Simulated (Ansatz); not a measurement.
Geometry optimisation, RHF/6-31G* (Ansatz 0.2.0).

The input (input.yaml):

```yaml
crystal:
  periodic: [false, false, false]
  atoms:
    - { symbol: Al, position_ang: [0.115925, 0.452811, -0.46549] }
    - { symbol: O, position_ang: [-0.209438, -0.096024, 2.43047] }
    - { symbol: H, position_ang: [-1.10228, -0.201479, 2.73512] }
    - { symbol: H, position_ang: [1.465872, -0.273432, -0.878416] }
    - { symbol: H, position_ang: [-1.271073, -0.159095, -0.938825] }
    - { symbol: Si, position_ang: [0.150616, 2.561266, 0.599503] }
    - { symbol: H, position_ang: [0.944799, 2.508649, 1.858181] }
    - { symbol: H, position_ang: [0.745512, 3.662188, -0.199098] }
    - { symbol: H, position_ang: [-1.202705, 3.020611, 1.011611] }
    - { symbol: H, position_ang: [0.047971, 0.820305, 2.626044] }
basis:
  gaussian: { orbitals: "6-31G*" }
hamiltonian:
  xc: hf
relax:
  f_tol: 0.03
  max_steps: 50
output:
  orbitals: {}
```

Run as:

```bash
$ ansatz run input.yaml --threads 1 --pin off --max-ram 2048MiB --backend cpu --events-out ev --progress --plain --runs-dir out
```

Where does it end, and by what steps?

The run converged. After 10 steps the energy has fallen by 0.673 eV; H10 moved furthest, 0.84 Å. Joined: Al1–O2 (2.97 → 2.06 Å).

```json
{"step": "0", "energy less start (eV)": "0.0000", "largest force component (eV/Å)": "1.377", "accepted": "yes"}
{"step": "1", "energy less start (eV)": "-0.0527", "largest force component (eV/Å)": "2.505", "accepted": "yes"}
{"step": "2", "energy less start (eV)": "-0.2422", "largest force component (eV/Å)": "2.184", "accepted": "yes"}
{"step": "3", "energy less start (eV)": "-0.4750", "largest force component (eV/Å)": "1.468", "accepted": "yes"}
{"step": "4", "energy less start (eV)": "-0.6174", "largest force component (eV/Å)": "0.345", "accepted": "yes"}
{"step": "5", "energy less start (eV)": "-0.5161", "largest force component (eV/Å)": "1.856", "accepted": "no"}
{"step": "6", "energy less start (eV)": "-0.6599", "largest force component (eV/Å)": "0.229", "accepted": "yes"}
{"step": "7", "energy less start (eV)": "-0.6674", "largest force component (eV/Å)": "0.135", "accepted": "yes"}
{"step": "8", "energy less start (eV)": "-0.6701", "largest force component (eV/Å)": "0.187", "accepted": "yes"}
{"step": "9", "energy less start (eV)": "-0.6724", "largest force component (eV/Å)": "0.106", "accepted": "yes"}
{"step": "10", "energy less start (eV)": "-0.6734", "largest force component (eV/Å)": "0.026", "accepted": "yes"}
```

```xyz
10
Properties=species:S:1:pos:R:3
Al 0.016 0.430 0.050
O -0.200 -0.336 1.948
H -1.089 -0.521 2.234
H 1.378 -0.272 -0.387
H -1.373 -0.154 -0.479
Si 0.137 2.863 0.569
H 0.901 3.098 1.831
H 0.813 3.676 -0.472
H -1.189 3.496 0.801
H 0.292 0.015 2.683
```

Whether the end is a true minimum wasn't checked by a vibrational analysis.

The run took 12 s on 1 thread of Arm Neoverse V2 (shared host), peak memory 0.12 GiB.
